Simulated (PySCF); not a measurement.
A geometry optimisation on `Fc1ccsc1`.

Computed with PBE0-D3(BJ)/def2-SVP geometry optimisation, gas phase (PySCF 2.14.0). Start geometry: MMFF94s. A driver script takes a list of jobs; this job's settings line and coordinates (Å) are shown.

Command:
```bash
OMP_NUM_THREADS=1 python probes_run.py task.json out
```

Input:
```
{"job": {"xc": "PBE0", "basis": "def2-SVP", "d3": "d3bj", "grid": 1, "kind": "geom"}, "charge": 0, "multiplicity": 1}
F     -1.693448    -1.486484     0.382373
C     -0.781251    -0.534301     0.144480
C      0.610309    -0.782912     0.140129
C      1.320672     0.367164    -0.131251
S      0.291961     1.719818    -0.374398
C     -1.111137     0.770144    -0.117008
H      1.066225    -1.746471     0.324626
H      2.393719     0.484481    -0.199745
H     -2.097051     1.208563    -0.169205
```

Output:
```
step   0  E = -651.51981136  max force = 0.010849
step   1  E = -651.51913385  max force = 0.005206
step   2  E = -651.51993405  max force = 0.004339
step   3  E = -651.52007625  max force = 0.003688
step   4  E = -651.52032163  max force = 0.001033
step   5  E = -651.52031636  max force = 0.001063
step   6  E = -651.52032692  max force = 0.000293
optimisation converged
```

Energies in Eh; «max force» is the largest Cartesian gradient component in Eh/bohr.

**Question.** Give the first gradient maximum in eV/Å.

**Answer.** With 1 Eh/bohr = 51.422 eV/Å, 0.558 eV/Å.

Summary of the converged run: final energy -651.52033 Eh after 6 steps; dipole 1.10 D.

**Question.** How long does this job take on an Intel Xeon Platinum 8488C with one thread, shared host with 192 logical CPUs at a one-minute load of 95? And the peak memory of the process?

**Answer.** About 26 s, with 0.43 GiB resident at the peak, the Python interpreter and its libraries included.
Labels such as C1 count atoms from 1, the log's own numbers from 0.
